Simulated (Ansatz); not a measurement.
Ideal-gas functions of `[O][AlH2]` radical at 400 K and 1 bar, from an Ansatz frequency run at PBE0-D4/def2-TZVP.

Molar mass 45.0 g/mol, point group C2v (symmetry number 2), electronic degeneracy 2, moments of inertia 4.068, 33.38, 37.448 u Å². Harmonic wavenumbers (cm⁻¹, unscaled): 404, 590, 704, 810, 1948, 1962.

Use S(trans) = R[1.5 ln M + 2.5 ln T − 1.1517]; rotational temperatures θ = 24.2544 K / I; S(rot) = R[ln(√π/σ · √(T³/θAθBθC)) + 1.5]; for each mode x = 1.438777 ν̃/T, S = R[x/(eˣ − 1) − ln(1 − e⁻ˣ)] and H = RT x/(eˣ − 1); 1 cm⁻¹ = 0.0119627 kJ/mol; R = 8.31446 J/(mol·K).

Task: By hand: the entropy, in J/(mol·K).

Result: Translation 162.4. Rotation: θ = 5.9622, 0.7266, 0.6477 K, giving 81.9. Vibration, mode by mode: 5.90, 3.46, 2.51, 1.85, 0.06, 0.06, in all 13.8. Electronic 5.8. Sum 263.9 J/(mol·K).

Task: By hand: H − E and G − E in kJ/mol, counted from the electronic energy.

Result: Zero-point energy ½ × 6418 × 0.0119627 = 38.4; thermal vibration 3.8; translation, rotation and pV give 4 RT = 13.3. H − E = 55.5 kJ/mol, and G − E = 55.5 − 400 × 263.9/1000 = -50.1 kJ/mol.

Vibration gives 5 % of the entropy.
